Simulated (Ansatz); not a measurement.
MgCl2⁺. Charge 1, multiplicity 2. Geometry PBE0-D4/def2-TZVP, that of the neutral singlet; atoms count from 1.

Cartesian coordinates in Å:
```
Mg 0.001 0.003 -0.006
Cl -0.062 1.875 1.088
Cl 0.060 -1.878 -1.082
```

**Question.** Estimate the Mulliken populations from the PBE0/def2-TZVP orbitals of Ansatz.

**Answer.** 
```tsv
atom	charge (e)	spin (α − β)
Mg1	1.08	-0.02
Cl2	-0.04	0.51
Cl3	-0.04	0.51
```
Mulliken values and Mayer orders depend strongly on the basis.

**Question.** Where does the spin sit?

**Answer.** Summed by element: Mg -0.02, Cl 1.02, of 1 unpaired in all. Largest on single atoms: Cl2 0.51, Cl3 0.51, Mg1 -0.02.

**Question.** And the Mayer bond orders between bonded heavy atoms (over 0.3)?

**Answer.** Mg1–Cl2 0.78 (2.17 Å); Mg1–Cl3 0.78 (2.17 Å). Values over 0.3 also appear between atoms too far apart for a bond (Cl2–Cl3 0.45 at 4.34 Å); they arise where an orbital or an unpaired electron spreads over both atoms.
